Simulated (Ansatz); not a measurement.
A calculation with Ansatz (development build ahead of 0.2.0).

```yaml
crystal:
  periodic: [false, false, false]
  atoms:
    - { symbol: "N", position_ang: [0.0, 0.0, -0.47656] }
    - { symbol: H, position_ang: [0.0, 0.0, 0.47656] }
basis:
  gaussian: { orbitals: cc-pVTZ }
magnetization:
  spin_polarized: true
  initial_magnetization: 2
hamiltonian:
  xc: hf
correlation:
  method: bccd_t
  frozen_orbitals: { H: 0, "N": 1 }
```

The input is written out in the form of the current development build from the run's settings.

The run gave:

- Converged: yes
- Reference energy (starting determinant): -54.97724 hartree
- Correlation energy: -0.15734 hartree
- Total energy: -55.13458 hartree
